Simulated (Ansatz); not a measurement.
# CH4OS2: up Jacob's ladder to CCSD(T)

How much do the methods differ for CH4OS2? The plan is to run it at one geometry with functionals of several rungs and with coupled cluster. The yardstick is the atomisation energy at the CCSD(T) limit.

The runs use Ansatz 0.2.0, Gaussian basis; functionals in def2-TZVPP, the program's frozen cores in correlated methods.

The runs, in order: LDA (SPW92), PBE-D4, revPBE-D4, BLYP-D4, r2SCAN-D4, B97M-V, PBE0-D4, B3LYP-D4, r2SCANh-D4, r2SCAN0-D4, HSE06-D4, BHLYP-D4, CAM-B3LYP-D4, LC-ωPBE, ωB97X-V, ωB97M-V, B2PLYP, PBE-QIDH; CCSD(T)/def2-SVP; CCSD(T)/def2-TZVPP; MP2/def2-QZVPP; extrapolation to the limit; RPA on PBE.

## 1. The relaxed structure

All runs share one geometry, relaxed beforehand with PBE0-D4 in a triple-zeta def2 set.

SMILES `OC(S)S`, 8 atoms, charge 0, spin multiplicity 1.

Atoms are counted from 1 here; the program's logs count them from 0.

Bond lengths: O1–C2 1.384 Å, O1–H5 0.964 Å, C2–S3 1.830 Å, C2–S4 1.818 Å, C2–H6 1.090 Å, S3–H7 1.341 Å, S4–H8 1.344 Å. Angles: C2–O1–H5 108.7°, O1–C2–S3 108.1°, O1–C2–S4 115.2°, O1–C2–H6 106.1°, S3–C2–S4 112.8°, S3–C2–H6 109.5°, S4–C2–H6 104.7°, C2–S3–H7 96.8°, C2–S4–H8 95.7°.

## 2. LDA

This LDA is Slater exchange with PW92 correlation.

in.yaml

```yaml
crystal:
  periodic: [false, false, false]
  atoms:
    - {symbol: O, position_ang: [-0.507371, 1.273920, -0.838942]}
    - {symbol: C, position_ang: [0.177087, 0.515278, 0.095065]}
    - {symbol: S, position_ang: [1.257300, -0.656113, -0.805836]}
    - {symbol: S, position_ang: [-0.863114, -0.300604, 1.342323]}
    - {symbol: H, position_ang: [-1.109374, 0.698494, -1.323933]}
    - {symbol: H, position_ang: [0.791674, 1.215364, 0.661268]}
    - {symbol: H, position_ang: [1.536675, -1.449160, 0.239371]}
    - {symbol: H, position_ang: [-1.190577, -1.354379, 0.574985]}
basis:
  gaussian: {orbitals: def2-TZVPP}
hamiltonian: {xc: lda}
output: {orbitals: {seedname: orbitals}}
```

The run is started by

```console
> ansatz run in.yaml --threads 2 --pin off --events-out ev --progress --plain --max-ram 4352MiB
```

After this run come: PBE-D4 (GGA); revPBE-D4 (GGA); BLYP-D4 (GGA); r2SCAN-D4 (meta-GGA); B97M-V (meta-GGA); PBE0-D4 (hybrid); B3LYP-D4 (hybrid); r2SCANh-D4 (hybrid); r2SCAN0-D4 (hybrid); HSE06-D4 (hybrid); BHLYP-D4 (hybrid); CAM-B3LYP-D4 (range-separated); LC-ωPBE (range-separated); ωB97X-V (range-separated); ωB97M-V (range-separated); B2PLYP (double hybrid); PBE-QIDH (double hybrid); CCSD(T) in def2-SVP; CCSD(T) in def2-TZVPP; MP2 in def2-QZVPP; RPA on PBE orbitals.

**Question.** What will the summary of the whole plan be? Wanted: atomisation energy, CCSD(T)/CBS; farthest beyond LDA; mean size of error, GGA; mean size of error, meta-GGA; mean size of error, hybrid; mean size of error, range-separated; mean size of error, double hybrid; gap, smallest and largest; T1 diagnostic.

As calculated:

```
                               quantity                                                              value
        atomisation energy, CCSD(T)/CBS                                                      2643.5 kJ/mol
 functionals within 13.2 kJ/mol (0.5 %)  revPBE-D4, BLYP-D4, r2SCAN-D4, B97M-V, PBE0-D4, HSE06-D4, ωB97X-V
                    farthest beyond LDA                                           BHLYP-D4 (-132.0 kJ/mol)
                mean size of error, GGA                                                        28.7 kJ/mol
           mean size of error, meta-GGA                                                         7.6 kJ/mol
             mean size of error, hybrid                                                        38.7 kJ/mol
    mean size of error, range-separated                                                        19.6 kJ/mol
      mean size of error, double hybrid                                                        44.4 kJ/mol
              gap, smallest and largest                          4.41 eV (LDA (SPW92)), 11.76 eV (LC-ωPBE)
                          T1 diagnostic                                                             0.0118
triples share of the correlation energy                                                              4.2 %
```

In words: LDA overbinds by 484.5 kJ/mol (18 %). PBE-D4 is off by +77.2 kJ/mol. Double hybrids carry the basis error of their MP2 part in triple zeta, and no dispersion term here, so their miss is partly the set-up's. By mean error the best rung here is meta-GGA (7.6 kJ/mol) and the worst beyond LDA is double hybrid (44.4 kJ/mol). Misses under about 13.2 kJ/mol are within the doubt on the reference itself, which lacks core-valence correlation, relativity and higher excitations. Hartree-Fock recovers 66 % of the binding; the rest is correlation. CCSD(T) in def2-SVP is off by -210.4 kJ/mol, which most functionals beat. The gap grows from 4.4 to 11.8 eV across the functionals, mostly with the share of exact exchange.
